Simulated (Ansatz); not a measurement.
# SiN₂H (quartet): from Hartree-Fock to the top rungs at a displaced geometry (v2), cc-pVDZ

An exercise on one series of results from a longer session: the logs are not shown, and one member is left open.

Computed with Ansatz 0.2.0, Gaussian basis. Level: cc-pVDZ, core rule «outside noble gas», up to 7 orbitals frozen.

The runs, in order: UHF; CCSD(T) on ROHF; CCSD(T) on UHF; BCCD(T) on ROHF; CISD as a restricted active space (open shells left free, so some higher excitations enter); CCSDT(Q) on ROHF; CCSDT(Q) on UHF.

22 further runs of the same task are left out: 12 that didn't finish, 10 set aside as unsound or not needed. Runs told in other sessions of the task aren't counted.

## The geometry

The geometry is a PBE0/def2-TZVP stationary point (not a proven minimum) with its atoms shifted at random (size 0.100 Å).

4 atoms, charge 0, spin multiplicity 4.

Atoms are counted from 1 here; the program's logs count them from 0.

Bond lengths: N1–Si2 1.699 Å, Si2–N3 1.722 Å, Si2–H4 1.401 Å. Angles: N1–Si2–N3 122.3°, N1–Si2–H4 117.0°, N3–Si2–H4 118.7°.

The first run:

Contents of in.yaml:

```yaml
crystal:
  periodic: [false, false, false]
  atoms:
    - {symbol: N, position_ang: [0.102823, -0.428801, 1.491997]}
    - {symbol: Si, position_ang: [-0.062051, 0.376241, 0.004673]}
    - {symbol: N, position_ang: [0.014569, -0.452851, -1.502425]}
    - {symbol: H, position_ang: [0.097678, 1.768084, 0.014707]}
basis:
  gaussian: {orbitals: cc-pVDZ}
magnetization: {spin_polarized: true, initial_magnetization: 3}
hamiltonian: {xc: hf}
output: {orbitals: {seedname: orbitals}}
```

On the command line:

```bash
$ ansatz run in.yaml --threads 1 --pin off --events-out ev --progress --plain --max-ram 2393MiB
```

Steps of the session up to this table: UHF; CCSD(T) on ROHF; CCSD(T) on UHF; BCCD(T) on ROHF; CISD as a restricted active space (open shells left free, so some higher excitations enter); CCSDT(Q) on ROHF; CCSDT(Q) on UHF.

One table of the session follows, with a row left open; its other results are not shown here.

```
   method  from RCCSDT(Q) (kJ/mol)
      UHF                   +939.4
     RMP2                   +138.9
     UMP2                        ?
     CISD                   +183.1
    RCCSD                    +53.4
    UCCSD                    +43.9
 RCCSD(T)                    +10.9
 UCCSD(T)                    +12.1
  BCCD(T)                    +11.4
   RCCSDT                     +5.3
   UCCSDT                     +3.3
RCCSDT(Q)                        0
UCCSDT(Q)                     -1.0
```

**Question.** Estimate the row for UMP2.

**Answer.** from RCCSDT(Q) (kJ/mol): +196.4. In the column «from RCCSDT(Q) (kJ/mol)» it lies between CISD (+183.1) and UHF (+939.4).

Left out of the table: ROHF (another determinant or state than the rows shown).

Limits of these values: The report flags that the cluster equations may have other roots. The determinant of CCSD(T) (⟨S²⟩ 4.27) is far from a pure spin state, so its energy mixes those of several spin states; high orders of coupled cluster remove much of that, low ones don't. The determinant of CCSDT(Q) (⟨S²⟩ 4.27) is far from a pure spin state, so its energy mixes those of several spin states; high orders of coupled cluster remove much of that, low ones don't. The program flags RCCSD(T), BCCD(T), RCCSDT(Q) as in doubt, so the zero of the table is itself unsure. Warnings: spin contamination; coupled cluster took another determinant than the lowest; large T1 diagnostic. Restricted and unrestricted rows rest on different reference determinants; a gap between their highest levels can come from leftover correlation error, from unlike frozen cores or from another state.
